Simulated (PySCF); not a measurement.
Species: C3H6NO (charge -1).
Structure used (PBE0-D3(BJ)/def2-SVP), in Å, numbered top down from 1:
```
atom  x, y, z in Å
C1    -1.3549   -0.1708    0.4921
C2    -0.2298    0.6059   -0.2434
O3    -0.4930    0.8618   -1.5142
C4     1.0458   -0.2142   -0.2712
N5     2.1855    0.1331    0.2020
H6    -1.5263   -1.1338   -0.0235
H7    -1.1529   -0.3619    1.5653
H8    -2.2868    0.4135    0.3954
H9     0.0035    1.4959    0.4322
H10    0.9097   -1.0962   -0.9395
H11    2.8973   -0.5294   -0.1324
```

The closed-shell ground state was solved at several levels (PySCF, density fitting, gas phase, non-relativistic). The geometry's basis has no diffuse functions, a weakness for an anion. Where the HOMO energy is positive, the finite basis confines the outermost electrons. No diffuse functions stand in pcJ-1, pcSseg-1 and pcSseg-2, which bears on an anion's orbital energies.

```json
{"level": "PBE0/pcSseg-2", "basis functions": "264", "total energy (Eh)": "-247.6905", "HOMO (eV)": "-0.31", "LUMO (eV)": "4.55", "gap (eV)": "4.86"}
{"level": "PBE0/pcSseg-1", "basis functions": "115", "total energy (Eh)": "-247.5578", "HOMO (eV)": "0.13", "LUMO (eV)": "5.27", "gap (eV)": "5.14"}
{"level": "B3LYP/pcJ-1", "basis functions": "195", "total energy (Eh)": "-247.8877", "HOMO (eV)": "0.36", "LUMO (eV)": "5.04", "gap (eV)": "4.68"}
```

Problem. What might B3LYP/def2-SVPD (151 basis functions) give for the same quantities?

Solution. Total energy -247.7249 Eh, HOMO -0.21 eV, LUMO 4.30 eV, gap 4.51 eV.

Problem. Over all these levels, which gives the widest orbital gap and which the narrowest?

Solution. PBE0/pcSseg-1 (global hybrid, 25 % exact exchange) has the widest, 5.14 eV, and B3LYP/def2-SVPD (global hybrid, 20 % exact exchange) the narrowest, 4.51 eV. Functional and basis both differ between the two, so the spread mixes both effects.

One conformer stands for the species.
